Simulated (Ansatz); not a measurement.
Ga2PH, triplet in cc-pVDZ: errors against UCCSDT(Q)

Geometry: displaced at random from a stationary point.

| atom | x (Å) | y (Å) | z (Å) |
| --- | --- | --- | --- |
| Ga | 0.0657 | -0.3519 | 1.3600 |
| P | -0.0992 | 1.5445 | 0.0080 |
| Ga | -0.0225 | -0.3759 | -1.3638 |
| H | 0.0606 | 2.8844 | 0.0180 |

Basis cc-pVDZ; Ansatz 0.2.0. Only valence electrons are correlated (noble-gas cores and the filled d shells of p-block atoms frozen), which leaves 12 electrons in 44 orbitals. Prefix R: restricted or restricted open-shell reference; prefix U: unrestricted. No spin–orbit coupling is included, and no scalar relativity.

Full CI isn't at hand for all of this; UCCSDT(Q) serves as the reference, and is uncertain by the last step of the cluster series or more.

* UHF ⟨S²⟩: 2.045
* T1 diagnostic (RCCSD): 0.0299
* largest doubles amplitude (RCCSD): 0.057
* T1 diagnostic (UCCSD): 0.0297

Problem. From what is known of these methods and the diagnostics, rank them by the size of their error in total energy against UCCSDT(Q) in cc-pVDZ, smallest first (an estimate: the text doesn't fix the numbers).
A. UCCSD(T)
B. UCCSD
C. UCCSDT
D. UMP2
E. UHF

Solution. C (36 meV), A (83 meV), B (440 meV), D (1356 meV), E (7036 meV).

All errors are against UCCSDT(Q) in cc-pVDZ. Within each family the higher level lies nearer, as is usual though not guaranteed.
